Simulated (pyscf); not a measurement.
Thermochemistry of product channels of Cl–AlH–Cl + ammonia (NH₃) on the singlet surface, in kcal/mol, from ωB97M-D3(BJ)/def2-TZVP energies (ideal gas, 1 atm, RRHO with modes under 100 cm⁻¹ raised to 100, one conformer, R ln 2 for rigid chiral ones). Optimised with ωB97X-D3(BJ)/def2-SVP in PySCF.

```
products                                 ΔE  ΔH(298 K)  ΔG(600 K)  ΔG(1200 K)
------------------------------------  -----  ---------  ---------  ----------
H₂N–Al(Cl)–Cl + hydrogen (H₂)         -17.4      -20.1      -16.6           ?
hydrogen chloride (HCl) + H₂N–AlH–Cl  +15.5      +13.4      +13.3           ?
```

Q: Fill in the missing entries.

A: 
- H₂N–Al(Cl)–Cl + hydrogen (H₂), ΔG(1200 K): -15.4
- hydrogen chloride (HCl) + H₂N–AlH–Cl, ΔG(1200 K): +11.9

These are energies of the channels, which say nothing of barriers.
